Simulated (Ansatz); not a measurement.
Take Cr in the bcc (W type) structure (space group Im-3m, No. 229; a = 2.831 Å; non-magnetic) as the base.

The values are results of r2SCAN (Ansatz, an electronic-structure program), without spin-orbit coupling, earlier PAW set, not measurements.

Modification: full substitution Cr → V; the structure is relaxed again.

Measured lattice parameter a: Cr 2.877 Å (static lattice; corrected from measurement; as listed in H. Levämäki et al., Physical Review B (2014)); V 3.021 Å (static lattice; corrected from measurement; as listed in Daniel Mejia-Rodriguez, S. B. Trickey, Phys. Rev. B (2018)).

Q: How well does r2SCAN reproduce the measured shift?

A: With r2SCAN the lattice parameter a moves by +0.154 Å (2.831 → 2.985) against +0.144 Å measured.

No phonon test of stability was made. Seeded moments were not kept for Cr → V and the base. All final runs are without spin polarisation. Real Cr is antiferromagnetic at low temperature and ambient pressure, an order that this cell doesn't hold.
